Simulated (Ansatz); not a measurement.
hcp Ti was calculated with PBE (Ansatz, a quantum-chemistry and plane-wave program, plane waves, PAW).

Settings: plane-wave cutoff 520 eV, 24×24×12 k mesh (along the axes of the cell as run), Fermi–Dirac smearing 0.05 eV, no spin polarisation, scalar-relativistic PAW data made under PBE.

Computed points:

```csv
V (Å³/atom),E − E_lowest (meV/atom),P (GPa)
16.698,10.34,4.91
17.046,2.50,2.34
17.394,0.00,0.00
17.741,2.36,-2.14
18.089,9.15,-4.09
```

Fit the third-order Birch–Murnaghan equation and give B0 and B′.

V0 = 17.393 Å³/atom, B0 = 112 GPa, B′ = 3.6 (fit to the energies at full precision).

Shape and atoms are relaxed at each volume.

Measured, for comparison: bulk modulus 108 GPa (zero-point energy and finite temperature contributions removed; as tabulated in doi:10.1021/acs.jctc.3c00612); equilibrium volume per atom 17.50 Å³/atom (copied from a table, unchecked, extrapolated to 0 K and zero-point effects removed; as tabulated in Lejaeghere et al. (2013), arXiv:1204.2733). Computed less measured: bulk modulus +3.7 %, equilibrium volume per atom not scored (unchecked).
